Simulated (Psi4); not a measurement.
Process, species as SMILES: [O+]#[Si-] (O-Si) + 3 [H][H] (H2) → O (H2O) + [SiH4] (SiH4)
B3LYP-D3(BJ)/def2-TZVP geometries, fixed; electronic energies without zero-point terms.

Basis-set convergence of the energy of full hydrogenation at MP2 with Psi4. Cartesian d functions, on some or all atoms, in 6-31G**, 6-31+G*; all else is spherical. Density fitting with the program's default auxiliary sets. Cores are frozen. Psi4's default fitting sets serve the pcseg sets less well. No added dispersion term, no relativity. Functions are those of the species that has most. Reference: Hartree-Fock in aug-cc-pV(Q+d)Z plus the correlation part extrapolated as X^-3 from aug-cc-pV(T+d)Z and aug-cc-pV(Q+d)Z, -35.11 kcal/mol, itself unsure by roughly 0.19 kcal/mol (a third of the extrapolation step and of the last Hartree-Fock step).

```json
[
 {"basis": "STO-3G", "functions": "14", "energy of full hydrogenation (kcal/mol)": "-15.42"},
 {"basis": "6-31G", "functions": "22", "energy of full hydrogenation (kcal/mol)": "-8.49"},
 {"basis": "def2-SVP", "functions": "38", "energy of full hydrogenation (kcal/mol)": "-36.74"},
 {"basis": "6-31G**", "functions": "39", "energy of full hydrogenation (kcal/mol)": "___"},
 {"basis": "6-31+G*", "functions": "42", "energy of full hydrogenation (kcal/mol)": "-19.84"},
 {"basis": "cc-pV(D+d)Z", "functions": "43", "energy of full hydrogenation (kcal/mol)": "-35.10"},
 {"basis": "6-311G**", "functions": "50", "energy of full hydrogenation (kcal/mol)": "-33.57"},
 {"basis": "6-311+G**", "functions": "54", "energy of full hydrogenation (kcal/mol)": "___"},
 {"basis": "def2-SVPD", "functions": "56", "energy of full hydrogenation (kcal/mol)": "___"},
 {"basis": "aug-pcseg-1", "functions": "63", "energy of full hydrogenation (kcal/mol)": "-35.28"},
 {"basis": "6-311++G(2d,2p)", "functions": "75", "energy of full hydrogenation (kcal/mol)": "-33.30"},
 {"basis": "def2-TZVPD", "functions": "83", "energy of full hydrogenation (kcal/mol)": "___"},
 {"basis": "pcseg-2", "functions": "90", "energy of full hydrogenation (kcal/mol)": "-34.90"},
 {"basis": "cc-pV(T+d)Z", "functions": "95", "energy of full hydrogenation (kcal/mol)": "-32.50"},
 {"basis": "6-311++G(3df,3pd)", "functions": "119", "energy of full hydrogenation (kcal/mol)": "-36.73"},
 {"basis": "aug-pcseg-2", "functions": "142", "energy of full hydrogenation (kcal/mol)": "-34.23"},
 {"basis": "pcseg-3", "functions": "196", "energy of full hydrogenation (kcal/mol)": "-34.28"},
 {"basis": "aug-cc-pV(Q+d)Z", "functions": "273", "energy of full hydrogenation (kcal/mol)": "-34.79"}
]
```

### Question
What belongs in the gaps?

### Answer

- 6-31G**, energy of full hydrogenation (kcal/mol): -25.65
- 6-311+G**, energy of full hydrogenation (kcal/mol): -35.46
- def2-SVPD, energy of full hydrogenation (kcal/mol): -43.30
- def2-TZVPD, energy of full hydrogenation (kcal/mol): -30.16
